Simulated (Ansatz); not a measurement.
A nudged elastic band was laid between two geometries of C₃H₄FN (9 atoms, charge 0, multiplicity 1).

Method: Ansatz, RKS r2SCAN/6-31G.

| Item | Value |
| --- | --- |
| movable images | 5 |
| climbing image | yes |
| spring | 5.0 eV/Å² |
| optimiser | quadratic models (default) |
| start path | through a guess of the saddle point |
| force threshold | 0.05 eV/Å |
| iteration limit | 60 |
| end points | relaxed |

First end point:

```xyz
9
Properties=species:S:1:pos:R:3
F -1.566 -0.198 1.138
C -0.405 0.351 0.511
C 0.906 -0.381 0.686
N 1.183 -0.593 -0.580
C -0.190 -0.011 -0.993
H -0.385 1.422 0.745
H 1.526 -0.639 1.538
H -0.124 0.803 -1.718
H -0.858 -0.800 -1.344
```

Last end point:

```xyz
9
Properties=species:S:1:pos:R:3
F -1.893 -0.041 0.943
C -0.610 0.454 0.590
C 0.633 -0.216 1.340
N 1.087 -0.503 0.091
C -0.046 -0.079 -0.767
H -0.624 1.546 0.681
H 1.965 -0.938 -0.170
H 0.198 0.648 -1.551
H -0.620 -0.917 -1.174
```

Question: What changes between the two ends?

Answer: Bonds broken: C3–H7. Bonds formed: N4–H7.

Question: What energy profile does the band end with?

Answer: The forces met the threshold. The highest image is number 3 of 0 to 6, 91.5 kcal/mol above the first end and 58.1 kcal/mol above the last; the last end lies 33.4 kcal/mol above the first. Neighbouring images differ by up to 1.9 eV, so the band resolves the path poorly. A vibrational analysis at the climbing image gives one clearly imaginary mode, 1713i cm⁻¹: a first-order saddle point. The orbitals stay closed-shell, which can raise the energy where a bond breaks towards radicals; this wasn't checked here. Limits of this set-up: no polarisation functions.

```tsv
image	path coordinate (Å)	energy (kcal/mol)	C3–H7 (Å)	N4–H7 (Å)
0	0.00	0.0	1.08	2.15
1	0.52	8.2	1.08	2.03
2	1.04	47.5	1.11	1.69
3	1.56	91.5	1.36	1.24
4	2.07	61.1	1.81	1.02
5	2.57	37.0	2.09	1.01
6	3.08	33.4	2.14	1.01
```

Question: What is the geometry of the highest image?

Answer: 
```xyz
9
Properties=species:S:1:pos:R:3
F -1.865 0.073 0.978
C -0.535 0.338 0.565
C 0.632 -0.554 1.103
N 1.070 -0.780 -0.208
C -0.118 -0.086 -0.880
H -0.327 1.398 0.766
H 1.867 -0.280 0.596
H 0.114 0.699 -1.604
H -0.749 -0.855 -1.334
```

The band took 15 iterations and about 5 core-minutes.

Run time: 4.6 min on 1 thread of Arm Neoverse V1 (shared host), peak memory 0.12 GiB.
